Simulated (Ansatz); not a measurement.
System: C2H4, net charge 1, doublet state. SMILES of the parent species: C=C

Atoms: C1, C2, H3, H4, H5, H6. Bonds: C1-C2, C1-H3, C1-H4, C2-H5, C2-H6.

Bond lengths (Å) and angles (degrees) optimised at HF/STO-3G with Ansatz (a program for electronic structure); PBE/6-31G* with Ansatz; B3LYP/6-31G* with Ansatz; MP2/6-31G* with Ansatz, each started from the B3LYP-D3(BJ)/def2-TZVP structure (Ansatz) of the last column. A row stands for all coordinates that are equal there. 6-31G* holds six Cartesian d functions. No wavenumbers were computed at HF/STO-3G, PBE/6-31G*, MP2/6-31G*, so these may be saddle points.

```csv
coordinate,HF/STO-3G,PBE/6-31G*,B3LYP/6-31G*,MP2/6-31G*,B3LYP-D3(BJ)/def2-TZVP
C1-C2,1.430,1.395,1.401,1.417,1.388
C1-H3,1.102,1.103,1.092,1.087,1.090
C2-C1-H3,120.8,121.4,121.1,120.7,121.1
H3-C1-H4,118.4,117.2,117.8,118.7,117.7
```

Mean signed difference of all 5 bond lengths from B3LYP-D3(BJ)/def2-TZVP: HF/STO-3G 0.018 Å, PBE/6-31G* 0.012 Å, B3LYP/6-31G* 0.005 Å, MP2/6-31G* 0.004 Å.
